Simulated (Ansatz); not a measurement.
**BH₃ (singlet): the correlation ladder at distance B1–H2 = 2.642 Å, cc-pVDZ**

How much of the correlation energy of BH₃ (singlet) does each wave-function method recover here?

The runs use Ansatz 0.2.0, Gaussian basis; cc-pVDZ, core rule «outside noble gas», up to 1 orbitals frozen.

To be run: UHF; CCSD(T) on RHF; CCSD(T) on UHF; BCCD(T) on RHF; CISD; CCSDT(Q) on RHF; CCSDT(Q) on UHF; CCSDTQ on RHF; CASSCF and MRCISD+Q, 2 electrons in 2 orbitals; CASSCF and NEVPT2, 2 electrons in 2 orbitals; CASSCF and MRCISD+Q, 6 electrons in 7 orbitals; CASSCF and NEVPT2, 6 electrons in 7 orbitals; Full CI.

18 further runs of the same task are left out: 4 for a known fault of the program, 10 that didn't finish, 4 set aside as unsound or not needed.

**1. The system**

The geometry derives from a PBE0/def2-TZVP stationary point (not a proven minimum). One bond is set to the value named and the two fragments are kept rigid.

4 atoms, charge 0, spin multiplicity 1.

Atoms are counted from 1 here; the program's logs count them from 0.

Bond lengths: B1–H3 1.193 Å, B1–H4 1.193 Å. Angles: H3–B1–H4 120.0°.

Geometry (Å):

```xyz
4

B    -0.1055   -0.0013    0.0000
H     2.5363    0.0309   -0.0005
H    -0.7148    1.0249   -0.0028
H    -0.6896   -1.0421    0.0031
```

**2. UHF**

in.yaml reads:

```yaml
crystal:
  periodic: [false, false, false]
  atoms:
    - {symbol: B, position_ang: [-0.105526, -0.001287, 0.000023]}
    - {symbol: H, position_ang: [2.536278, 0.030936, -0.000548]}
    - {symbol: H, position_ang: [-0.714820, 1.024925, -0.002814]}
    - {symbol: H, position_ang: [-0.689607, -1.042056, 0.003118]}
basis:
  gaussian: {orbitals: cc-pVDZ}
magnetization: {spin_polarized: true, initial_magnetization: 0}
hamiltonian: {xc: hf}
output: {orbitals: {seedname: orbitals}}
```

Run with:

```sh
$ ansatz run in.yaml --threads 1 --pin off --events-out ev --progress --plain --max-ram 2393MiB
```

Further steps of the session: CCSD(T) on RHF; CCSD(T) on UHF; BCCD(T) on RHF; CISD; CCSDT(Q) on RHF; CCSDT(Q) on UHF; CCSDTQ on RHF; CASSCF and MRCISD+Q, 2 electrons in 2 orbitals; CASSCF and NEVPT2, 2 electrons in 2 orbitals; CASSCF and MRCISD+Q, 6 electrons in 7 orbitals; CASSCF and NEVPT2, 6 electrons in 7 orbitals; Full CI.

Q: Predict the results of all the runs planned. Wanted: FCI below the RHF energy; RMP2 from FCI; UMP2 from FCI; RCCSD from FCI; RCCSD(T) from FCI; UCCSD(T) from FCI; RCCSDT(Q) from FCI; UCCSDT(Q) from FCI; NEVPT2 pair from FCI.

The runs gave:

| quantity | value |
| --- | --- |
| FCI below the RHF energy | -4.3688 eV |
| RMP2 from FCI | +34.28 kcal/mol |
| UMP2 from FCI | +22.76 kcal/mol |
| RCCSD from FCI | +4.61 kcal/mol |
| RCCSD(T) from FCI | +0.43 kcal/mol |
| UCCSD(T) from FCI | +2.20 kcal/mol |
| RCCSDT(Q) from FCI | 0.00 kcal/mol |
| UCCSDT(Q) from FCI | -0.03 kcal/mol |
| NEVPT2 pair from FCI | +13.69 kcal/mol |
| MRCISD+Q pair from FCI | -0.40 kcal/mol |
| NEVPT2 valence from FCI | +9.94 kcal/mol |
| levels within 1 kcal/mol (43 meV) | RCCSD(T), BCCD(T), RCCSDT, UCCSDT, RCCSDT(Q), UCCSDT(Q), RCCSDTQ, MRCISD+Q pair, MRCISD+Q valence |
| T1 diagnostic | 0.051 |
| effectively unpaired electrons | 0.73 |

In words: RCCSD(T) misses by +0.43 kcal/mol, 0.4 % of the correlation energy. CCSD(T) misses by +0.43 kcal/mol on the restricted determinant and by +2.20 kcal/mol on the unrestricted one; the two need not hold the same state or core. MRCISD+Q pair falls below full CI: the +Q correction isn't variational, and the cores differ from full CI's. The occupations show some static correlation. Of the multireference levels listed MRCISD+Q valence comes nearest in total energy (+0.07 kcal/mol), which doesn't show that its space is the better one. These misses are within one basis, not against nature.
